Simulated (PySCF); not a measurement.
Below is a simulated gas-phase C 1s photoelectron spectrum of `CCC(C)(F)F` (CH3CH2CF2CH3).

Every computed line was given a Gaussian of 0.7 eV full width at half maximum and an area set by the number of equivalent atoms; the highest printed point is 100. Computed, not measured: PySCF, delta-SCF UKS SCAN, pcX-2 on the ionised atom, pcseg-1 elsewhere, spin-free X2C.

```tsv
binding energy (eV)	intensity
289.8	0
290.0	1
290.2	6
290.4	20
290.6	46
290.8	77
291.0	100
291.2	98
291.4	69
291.6	33
291.8	10
292.0	2
292.2	0
292.4	0
292.6	0
292.8	0
293.0	0
293.2	0
293.4	0
293.6	0
293.8	0
294.0	0
294.2	0
294.4	1
294.6	3
294.8	12
295.0	27
295.2	40
295.4	38
295.6	23
295.8	9
296.0	2
296.2	0
```

Problem. How many maxima does the curve show, and how many computed lines lie under it?

Solution. The curve has 2 maxima (at 291.1 and 295.3 eV). Under it lie 4 lines from 4 inequivalent carbon sites. At this width some lines have no maximum of their own.

Problem. Decompose the envelope and assign each component. Numbering: `[CH3:1][CH2:2][C:3]([CH3:4])([F:5])[F:6]`.

Solution. 
```csv
position (eV),relative area,line,atoms,environment
290.79,1,C 1s,C1,methyl carbon
291.14,1,C 1s,C2,chain CH2 carbon
291.24,1,C 1s,C4,methyl carbon
295.27,1,C 1s,C3,CF2 carbon
```

Problem. What are the centre and the root-mean-square width of the whole band?

Solution. The area-weighted mean of the lines is 292.11 eV. Their own spread about it is 1.83 eV (rms) and each Gaussian has σ = 0.7/2.355 = 0.30 eV; the variances add, which gives 1.86 eV.

Lowest listed C 1s: C1, bonded to C and 3 H. Highest, 4.48 eV above it: C3, bonded to 2 F and 2 C. The widest gap between neighbouring values is 4.03 eV, between 291.24 and 295.27 eV. Summing the Pauling electronegativity differences to the bonded atoms, each weighted by its formal bond order, gives -1.05 for the lowest site and +2.86 for the highest; no listed site has a larger sum than the highest.

Shake-up satellites, vibrational structure and lifetime widths aren't simulated. The structure is a single PBE0-D3(BJ)/def2-SVP conformer in the gas phase; no vibrational or solvent corrections.

The values belong to the conformer `[CH3:1][CH2:2][C:3]([CH3:4])([F:5])[F:6]`: C1–C2–C3–C4 180°.
